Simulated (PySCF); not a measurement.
## BC: frontier orbitals

M06-L at R = 1.495 Å; PySCF, no relativity, basis sets B cc-pVDZ, C cc-pVDZ. State: ⁴Σ⁻ (quartet), unpaired electrons σ ↑, π ↑↑. Only the outer orbitals are listed, counted within each symmetry.

```tsv
spin	orbital	occ.	ε (eV)	on B (%)	main shells (%)
α	3σ	1	-18.20	31	63 C s, 21 B s, 9 B p
α	4σ	1	-9.72	61	51 B s, 21 C s, 18 C p
α	1π	1	-7.72	38	61 C p, 37 B p
α	1π	1	-7.72	38	61 C p, 37 B p
α	5σ	1	-6.78	50	42 C p, 36 B p, 14 B s
α	2π	0	-1.93	64	63 B p, 35 C p
α	2π	0	-1.93	64	63 B p, 35 C p
β	3σ	1	-15.28	37	56 C s, 25 B s, 11 B p
β	4σ	1	-6.98	34	38 C p, 29 B s, 28 C s
β	1π	0	-4.97	45	55 C p, 43 B p
β	1π	0	-4.97	45	55 C p, 43 B p
β	5σ	0	-4.01	75	41 B s, 34 B p, 24 C p
```

Problem. Which are the highest filled and the lowest empty level, where do they sit, and how wide is the gap?

Solution. Highest filled α 5σ at -6.78 eV (in %: 42 C p, 36 B p, 14 B s); lowest empty β 1π at -4.97 eV (in %: 55 C p, 43 B p); the gap at M06-L is 1.81 eV.

The bond order (Mayer) is 2.08, the ⟨S²⟩ is 3.759 and the charge on B (Mulliken, basis-dependent) is 0.11. The charge on B (Löwdin, basis-dependent) is 0.12. The dipole moment (positive dipole means B(−)C(+)) is -1.38 D.

The state was picked by a PBE0 search and need not be the measured ground state.
